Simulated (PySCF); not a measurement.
# Stretching SiP

Set-up: Si def2-TZVP, P def2-TZVP; no relativity (PySCF 2.14). Energies in eV from Si + P in their ground configurations at the same level. State: ²Π (doublet), unpaired electrons π ↑.

All columns are PBE0. A positive dipole means Si(−)P(+).

| R (Å) | E (eV) | μ (D) | Mulliken charge on Si (basis-dependent) | HOMO (eV) | LUMO (eV) | Mayer bond order | ⟨S²⟩ |
| --- | --- | --- | --- | --- | --- | --- | --- |
| 1.783 | -2.296 | -0.24 | 0.03 | -6.79 | -5.25 | 2.32 | 0.75 |
| 1.866 | -3.068 | -0.44 | 0.08 | -6.87 | -5.04 | 2.30 | 0.75 |
| 1.949 | -3.495 | -0.64 | 0.12 | -6.92 | -4.85 | 2.29 | 0.76 |
| 2.011 | -3.647 | -0.80 | 0.14 | -6.94 | -4.72 | 2.28 | 0.76 |
| 2.073 | -3.689 | -0.95 | 0.16 | -6.81 | -4.60 | 2.27 | 0.76 |
| 2.135 | -3.645 | -1.10 | 0.18 | -6.66 | -4.50 | 2.26 | 0.76 |
| 2.218 | -3.490 | -1.30 | 0.19 | -6.48 | -4.37 | 2.25 | 0.77 |
| 2.322 | -3.191 | -1.49 | 0.19 | -6.26 | -4.23 | 2.18 | 0.82 |
| 2.446 | -2.775 | -1.53 | 0.18 | -6.09 | -4.10 | 1.92 | 1.06 |
| 2.612 | -2.237 | -1.55 | 0.16 | -6.00 | -3.97 | 1.57 | 1.35 |

A fit through these points gives, at Re = 2.070 Å, μ = -0.94 D and dμ/dR = -2.47 D/Å; the reduced mass is 14.7 u.

Q: How strong is the fundamental in the double-harmonic approximation, I = 42.26·(dμ/dR)²/μred km/mol?

A: I = 42.26·(-2.47)²/14.7 = 17.5 km/mol at PBE0.

⟨S²⟩ of the unrestricted solution departs from its pure value on part of the curve, where spin states mix. The state is the lowest determinant that a PBE0 search found; another state may lie lower at other levels.
